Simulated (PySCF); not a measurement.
## Solvent effects on NMR parameters

Structure with atom numbers: `[O:1]=[P:2]([O-:3])([OH:4])[OH:5]` (H(Xn): hydrogen on atom n).

GIAO PBE0/pcSseg-1 in PySCF on one PBE0-D3(BJ)/def2-SVP conformer, non-relativistic, equivalent nuclei averaged. Solvents enter as an IEF-PCM continuum (methanol with ε = 32.6) around the gas-phase geometry.

Gas phase, σ in ppm: O1/O3 189.7, O4/O5 211.9, P2 309.1, H(O4)/H(O5) 29.92. Dipole moment 2.48 D.

Task: How does each σ change in the continuum?

Result: 
| atoms | environment | Δσ, methanol |
| --- | --- | --- |
| O1/O3 | oxygen of a delocalised unit | +3.4 |
| O4/O5 | oxygen bonded to P, H | +3.2 |
| P2 | phosphorus bonded to 4 O | -2.9 |
| H(O4)/H(O5) | hydrogen on an oxygen bonded to P | -1.30 |

Changes are relative to the gas phase. The dipole moment becomes 3.06 D in methanol.

Task: Which of the listed nuclei move most (in ppm), and what does the model miss?

Result: O1/O3 (oxygen of a delocalised unit, +3.4 ppm) in methanol. A continuum only polarises the solute; specific hydrogen bonds, the anisotropy of aromatic solvents and changes of geometry or conformer are outside it, as are counter-ions.
